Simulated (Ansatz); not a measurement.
Unbranched perfluoroalkanes CnF2n+2. Quantity: electronic atomisation energy to ground-state atoms, in kcal/mol. Each molecule is optimised on its own at B3LYP-D3(BJ)/def2-TZVP (Ansatz, a program for electronic structure), one conformer each, not searched for the lowest. Valence correlation only, unless marked. Open shells are spin-unrestricted. Spin-orbit coupling is left out. No relativistic terms. CBS(X,Y): correlation extrapolated as X^-3; Hartree-Fock from the larger set. [CCSD(T)-MP2]/basis is that difference in the basis named. The first level has limits of its own: it lacks core correlation, which all-electron functionals hold.

```csv
n,species (SMILES),"RI-MP2/CBS(cc-pVTZ,cc-pVQZ)+[CCSD(T)-MP2]/cc-pVTZ (Ansatz)",PBE/def2-TZVPD (Ansatz),r2SCAN-D4/def2-TZVPD (Ansatz + dftd4)
1,FC(F)(F)F,477.6,502.4,482.1
2,FC(F)(F)C(F)(F)F,?,?,?
3,FC(F)(F)C(F)(F)C(F)(F)F,1102.8,1161.9,1116.6
4,FC(F)(F)C(F)(F)C(F)(F)C(F)(F)F,1414.7,1489.9,1433.2
```

Question: Fit a straight line through the known rows at each level by least squares, predict the withheld row (n = 2), and compare with the run.

Answer: 
- The known rows have mean n = 2.66667 and Σ(n - mean)² = 4.6667.
- RI-MP2/CBS(cc-pVTZ,cc-pVQZ)+[CCSD(T)-MP2]/cc-pVTZ: mean 998.367, Σ(n - mean)(y - mean) = 1457.867, slope 312.398 kcal/mol a step; the line gives 998.367 + (312.398)×(2 - 2.66667) = 790.1; the run gives 790.2, +0.1 from the line, whose largest residual on the known rows is 0.3.
- PBE/def2-TZVPD: mean 1051.400, Σ(n - mean)(y - mean) = 1536.500, slope 329.248 kcal/mol a step; the line gives 1051.400 + (329.248)×(2 - 2.66667) = 831.9; the run gives 832.7, +0.8 from the line, whose largest residual on the known rows is 0.8.
- r2SCAN-D4/def2-TZVPD: mean 1010.633, Σ(n - mean)(y - mean) = 1479.633, slope 317.062 kcal/mol a step; the line gives 1010.633 + (317.062)×(2 - 2.66667) = 799.3; the run gives 799.4, +0.1 from the line, whose largest residual on the known rows is 0.3.
- PBE minus the first level along the series: +24.8, +42.5, +59.1, +75.2 kcal/mol.
